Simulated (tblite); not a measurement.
Isomers of C3HO (doublet state). Method: GFN2-xTB as coded in tblite; computed harmonic values from a numerical Hessian at the method's own geometry, unscaled. Errors from tens to a few hundred cm⁻¹ against measured bands are possible. One conformer each. Open shells enter through the occupations alone, without spin polarisation, and single modes of such species can be off by tens of per cent. If a linear radical's state is orbitally degenerate (Π), vibronic coupling splits its bends, which this method leaves out.

Electronic energies: GFN2-xTB at the same geometries; isomer energies are rough at this level and their order can be wrong.

```
    SMILES  electronic energy, lowest = 0 (kJ/mol)
 O=c1[c]c1                                    90.4
[CH]=C=C=O                                     0.0
  [C]#CC=O                                   169.2
```

**Question.** How do GFN2-xTB zero-point energies change the relative energies?

**Answer.** 
| SMILES | ZPE (kJ/mol) | of it from modes above 1550 cm⁻¹ | electronic (kJ/mol) | with ZPE, lowest = 0 (kJ/mol) | lowest mode (cm⁻¹) | rings |
| --- | --- | --- | --- | --- | --- | --- |
| [CH]=C=C=O | 62.9 | 45.2 | 0.0 | 0.0 | 209 | 0 |
| O=c1[c]c1 | 66.6 | 41.0 | 90.4 | 94.1 | 433 | – |
| [C]#CC=O | 64.0 | 40.1 | 169.2 | 170.3 | 206 | 0 |

The zero-point energies span 3.7 kJ/mol, from `[CH]=C=C=O` to `O=c1[c]c1`. The order is unchanged.
